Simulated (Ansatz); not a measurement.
# C₂H₅FO₂: geometry optimisation

Aim: relax C₂H₅FO₂ at this level.

Computed with Ansatz 0.2.0. Level: RKS PBE0-D4/def2-SVPD.

2 further runs of the same task are left out: 2 set aside as unsound or not needed.

## 1. Where the work starts

10 atoms, charge 0, spin multiplicity 1.

Atoms are counted from 1 here; the program's logs count them from 0.

Bond lengths: F1–H2 0.960 Å, C3–O4 1.450 Å, C3–H7 1.106 Å, C3–H8 1.101 Å, C3–H9 1.106 Å, O4–C5 1.329 Å, C5–O6 1.223 Å, C5–H10 1.112 Å. Angles: O4–C3–H7 110.1°, O4–C3–H8 105.3°, O4–C3–H9 110.2°, H7–C3–H8 110.9°, H7–C3–H9 109.2°, H8–C3–H9 111.0°, C3–O4–C5 117.3°, O4–C5–O6 126.7°, O4–C5–H10 110.1°, O6–C5–H10 123.1°.

Coordinates:

```
F    -0.1957    1.2179   -2.2539
H    -0.4589    0.4278   -1.7770
C     0.6435    0.6372    0.7935
O     0.1079   -0.6634    1.1462
C    -0.6056   -1.2996    0.2228
O    -0.8613   -0.9033   -0.9054
H    -0.1800    1.3332    0.5475
H     1.1934    0.9774    1.6850
H     1.3184    0.5486   -0.0781
H    -0.9619   -2.2760    0.6194
```

## 2. Relaxation

The input, input.yaml:

```yaml
crystal:
  periodic: [false, false, false]
  atoms:
    - { symbol: F, position_ang: [-0.195664, 1.217911, -2.253933] }
    - { symbol: H, position_ang: [-0.458929, 0.427844, -1.776965] }
    - { symbol: C, position_ang: [0.643529, 0.637238, 0.793498] }
    - { symbol: O, position_ang: [0.107937, -0.663441, 1.146191] }
    - { symbol: C, position_ang: [-0.605614, -1.299602, 0.222789] }
    - { symbol: O, position_ang: [-0.861314, -0.903271, -0.905426] }
    - { symbol: H, position_ang: [-0.180022, 1.333211, 0.547494] }
    - { symbol: H, position_ang: [1.193439, 0.977383, 1.685041] }
    - { symbol: H, position_ang: [1.318397, 0.548642, -0.078066] }
    - { symbol: H, position_ang: [-0.961859, -2.276017, 0.619378] }
basis:
  gaussian: { orbitals: def2-SVPD }
hamiltonian:
  xc: pbe0
  dispersion: d4
output:
  forces: true
relax:
  f_tol: 0.003
  max_steps: 120
```

On the command line:

```sh
$ ansatz run input.yaml --threads 1 --pin off --max-ram 2560MiB --backend cpu --events-out ev --progress --plain --runs-dir out
```

Q: Predict the outcome of this session. Wanted: energy gained; root mean square move; dipole moment.

**Answer**, as computed:

| quantity | value |
| --- | --- |
| energy gained | 0.0347 eV |
| root mean square move | 0.024 Å |
| dipole moment | 3.99 D |

In words: Bond lengths: F1–H2 0.943 Å, C3–O4 1.431 Å, C3–H7 1.097 Å, C3–H8 1.093 Å, C3–H9 1.097 Å, O4–C5 1.312 Å, C5–O6 1.209 Å, C5–H10 1.104 Å. Angles: O4–C3–H7 110.3°, O4–C3–H8 105.7°, O4–C3–H9 110.3°, H7–C3–H8 110.7°, H7–C3–H9 109.1°, H8–C3–H9 110.7°, C3–O4–C5 117.6°, O4–C5–O6 126.3°, O4–C5–H10 110.6°, O6–C5–H10 123.1°. No frequencies were computed here.
